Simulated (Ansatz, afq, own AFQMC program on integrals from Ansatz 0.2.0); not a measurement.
## Where AFQMC and coupled cluster stand for Cl⁺, triplet

A free Cl cation.

Basis 6-31G. Only valence electrons are correlated. Ansatz 0.2.0 and our own AFQMC program on the same integrals; the CISD trial comes from CCSD amplitudes, and released means the phaseless constraint is let go. Free AFQMC starts from the CCSD state and is never constrained. Its projection time is finite, and what remains of the start isn't in its error. Uncertainties: one standard error, sampling alone.

Determinant: UHF, the one that the program's search chose, which needn't be the lowest solution.

Full CI on the same integrals is exact in this basis and with this determinant's frozen core.

```
T1 diagnostic                               : 0.0040
weight of the determinant in the CISD state : 0.992
⟨S²⟩ of the determinant                     : 2.001
size of the correlated space                : 6 electrons in 8 orbitals
```

Reference: full CI, correlation energy -0.452 eV. The released energy is read at 2.40 1/Eh (meV from the phaseless value at times in 1/Eh: 0.2 ± 0.3 at 0.24, 0.0 ± 0.3 at 0.51, 0.3 ± 0.3 at 0.99, 0.6 ± 0.3 at 1.62, -0.1 ± 0.3 at 2.40).

```json
{"level": "HF", "E − E(reference) (kcal/mol)": "10.42", "share of correlation (%)": "0.00"}
{"level": "MP2", "E − E(reference) (kcal/mol)": "2.29", "share of correlation (%)": "78.04"}
{"level": "CCSD", "E − E(reference) (kcal/mol)": "0.12", "share of correlation (%)": "98.88"}
{"level": "CCSD(T)", "E − E(reference) (kcal/mol)": "0.02", "share of correlation (%)": "99.85"}
{"level": "CCSDT", "E − E(reference) (kcal/mol)": "-0.01", "share of correlation (%)": "100.09"}
{"level": "CCSDT(Q)", "E − E(reference) (kcal/mol)": "0.00", "share of correlation (%)": "100.02"}
{"level": "CCSDTQ", "E − E(reference) (kcal/mol)": "0.00", "share of correlation (%)": "100.00"}
{"level": "ph-AFQMC/HF", "E − E(reference) (kcal/mol)": "0.13 ± 0.08", "share of correlation (%)": "98.74"}
{"level": "ph-AFQMC/CISD", "E − E(reference) (kcal/mol)": "0.00 ± 0.005", "share of correlation (%)": "99.98"}
{"level": "released AFQMC", "E − E(reference) (kcal/mol)": "0.00 ± 0.007", "share of correlation (%)": "100.00"}
{"level": "free AFQMC", "E − E(reference) (kcal/mol)": "0.01 ± 0.008", "share of correlation (%)": "99.91"}
```

CCSDT and higher add their correlation energy to the determinant of the CCSD(T) run, since their own runs factorise the integrals more tightly (a shift of under 2 meV). Free projections are given only where their last times agree within the noise and don't stop above the reference; a slow remainder of the start can still hide under it. A walk keeps the symmetry of its determinant, which the program's search chose and which needn't be the lowest solution, so a lower state of the same spin and another symmetry isn't excluded. Released energies are given only where the last usable release times agree within the noise; a slower fall can still hide under it.
